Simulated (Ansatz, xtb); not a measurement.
## Relative energy of two isomers of C2HS

Structure a is `[C]1=CS1`, a doublet and structure b is `C#C[S]`, a doublet. Both are isolated molecules in the gas phase, relaxed with B3LYP-D3(BJ)/def2-SVP.

Quicker runs give these differences E(b) − E(a): GFN2-xTB −1.610 eV; HF/STO-3G −2.076 eV (at GFN2-xTB geometries); r2SCAN-D4/def2-SVP −1.436 eV (at GFN2-xTB geometries).

Question: Estimate E(b) − E(a) at the level CCSD(T)/def2-TZVPP.

Answer: Calculated at CCSD(T)/def2-TZVPP: E(b) − E(a) = −1.221 eV, so structure b lies lower.

The same difference at several levels:

```tsv
level	geometry	E(b) − E(a) (eV)	departure from the last row (eV)	job, with rough time for the two
GFN2-xTB	GFN2-xTB	−1.610	−0.389	optimisation, 0.084 s
HF/STO-3G	GFN2-xTB	−2.076	−0.855	single point, 1.4 s
r2SCAN-D4/def2-SVP	GFN2-xTB	−1.436	−0.215	single point, 4.8 s
B3LYP-D3(BJ)/def2-SVP	B3LYP-D3(BJ)/def2-SVP	−1.463	−0.242	optimisation, 1.8 min
HF/def2-TZVPP	B3LYP-D3(BJ)/def2-SVP	−1.512	−0.291	part of the CCSD(T) run
MP2/def2-TZVPP	B3LYP-D3(BJ)/def2-SVP	−0.939	+0.282	part of the CCSD(T) run
CCSD(T)/def2-TZVPP	B3LYP-D3(BJ)/def2-SVP	−1.221		single point, 23 s
```

As drawn, b has 1 C≡C in place of 1 C=C, 1 C–S. Structure a has a 3-membered ring, b no ring.

The levels shown agree on the order. The largest departure from CCSD(T)/def2-TZVPP is that of HF/STO-3G, 0.855 eV.

With harmonic frequencies from B3LYP-D3(BJ)/def2-SVP (ideal gas, rigid rotor, one conformer each, 298.15 K, 1 atm): on the last row, ΔE + ΔZPE = −1.200, ΔH = −1.196, ΔG = −1.144 eV.

Open shells are spin-unrestricted, with notable spin contamination under HF/STO-3G, HF/def2-TZVPP, MP2/def2-TZVPP, CCSD(T)/def2-TZVPP. The correlated steps freeze 7 core orbitals. Codes used: Ansatz 0.2.0, xtb 6.7.1; the last row on 1 thread of Intel(R) Xeon(R) 6975P-C (Granite Rapids) on a shared host.
